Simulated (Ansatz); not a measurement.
Process, species as SMILES: [CH2]F (CH2-F) → C atom + F atom + 2 H atom
B3LYP-D3(BJ)/def2-TZVP geometries, fixed; electronic energies without zero-point terms.

Basis-set convergence of the atomisation energy at PBE0 with Ansatz (an electronic-structure program). Cartesian d functions, on some or all atoms, in 6-31G*, 6-31+G*; all else is spherical. The program fits the integrals of some runs and decomposes those of others, by size. Open shells are unrestricted. No added dispersion term, no relativity. Functions are those of the species that has most. Reference: the value in aug-pcseg-3, 316.94 kcal/mol, itself unsure by roughly 0.21 kcal/mol (its mean distance from aug-cc-pVQZ, cc-pV5Z, def2-QZVPPD). Deviations are taken from unrounded values.

```csv
basis,functions,atomisation energy (kcal/mol)
6-31G*,34,315.30
6-31+G*,42,313.03
cc-pVDZ,38,310.24
aug-cc-pVDZ,64,311.50
def2-SVP,38,318.31
def2-SVPD,59,319.27
pcseg-1,38,311.78
aug-pcseg-1,64,314.63
6-311G**,48,313.15
6-311+G**,56,313.02
def2-TZVP,74,315.80
def2-TZVPD,95,316.10
cc-pVTZ,88,316.14
aug-cc-pVTZ,138,316.35
pcseg-2,88,316.65
aug-pcseg-2,138,317.07
def2-TZVPP,90,316.27
def2-TZVPPD,111,316.49
cc-pVQZ,170,316.75
aug-cc-pVQZ,252,316.83
def2-QZVPP,174,316.54
def2-QZVPPD,195,316.60
pcseg-3,186,316.91
aug-pcseg-3,268,316.94
```

What the diffuse functions change, pair by pair:
- 6-31G* to 6-31+G*: 8 more functions, deviation -1.64 to -3.92 kcal/mol
- cc-pVDZ to aug-cc-pVDZ: 26 more functions, deviation -6.71 to -5.45 kcal/mol
- def2-SVP to def2-SVPD: 21 more functions, deviation 1.37 to 2.33 kcal/mol
- pcseg-1 to aug-pcseg-1: 26 more functions, deviation -5.17 to -2.32 kcal/mol
- 6-311G** to 6-311+G**: 8 more functions, deviation -3.79 to -3.92 kcal/mol
- def2-TZVP to def2-TZVPD: 21 more functions, deviation -1.14 to -0.85 kcal/mol
- cc-pVTZ to aug-cc-pVTZ: 50 more functions, deviation -0.80 to -0.59 kcal/mol
- pcseg-2 to aug-pcseg-2: 50 more functions, deviation -0.29 to 0.13 kcal/mol
- def2-TZVPP to def2-TZVPPD: 21 more functions, deviation -0.67 to -0.46 kcal/mol
- cc-pVQZ to aug-cc-pVQZ: 82 more functions, deviation -0.20 to -0.11 kcal/mol
- def2-QZVPP to def2-QZVPPD: 21 more functions, deviation -0.40 to -0.34 kcal/mol
- pcseg-3 to aug-pcseg-3: 82 more functions, deviation -0.04 to 0.00 kcal/mol

Leaving out the reference's own pair, they bring the value nearer the reference by more than 0.21 kcal/mol in 5 of 11 pairs.
